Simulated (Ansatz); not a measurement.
C3H3FO can be A, `OCC#CF`, or B, `FC1C=CO1`.

Computed with Ansatz on PBE0-D4/def2-TZVP structures; ΔE is electronic, products minus reactants. CCSD(T)/CBS is the MP2 limit (def2-TZVPP, def2-QZVPP) plus CCSD(T) − MP2 in def2-TZVPP, frozen cores. Functionals use def2-TZVPP. One conformer a species, not always the lowest.

Q: Which isomer does CCSD(T)/CBS put lower? Give the gap. (Estimate.)

A: Ansatz gave: B, by 20.7 kcal/mol.

Q: Give E(B) − E(A) in kcal/mol with CCSD/def2-TZVPP, B2PLYP, r2SCAN-D4, CCSD(T)/def2-TZVPP, MP2/def2-TZVPP, ωB97M-V, HF/def2-TZVPP. (Estimate.)

A: Computed: CCSD/def2-TZVPP -20.1, B2PLYP -18.9, r2SCAN-D4 -23.4, CCSD(T)/def2-TZVPP -21.0, MP2/def2-TZVPP -19.7, ωB97M-V -22.0, HF/def2-TZVPP -17.4. None reverses the order clearly.

Q: Does the order hold for the free energy at 298.15 K (harmonic terms from PBE0-D4)? (Best estimate.)

A: Computed: Yes: G(B) − G(A) = -19.1 kcal/mol, for one conformer each.

Largest T1 diagnostic: 0.014.

From BLYP to BHLYP (50 % exact exchange), in def2-TZVPP and without D4, E(B) − E(A) moves by −2.0 kcal/mol. In def2-TZVPP, CCSD(T) changes the Hartree–Fock value by −3.6 kcal/mol (the triples alone add −0.9 kcal/mol) and MP2 by −2.4 kcal/mol.
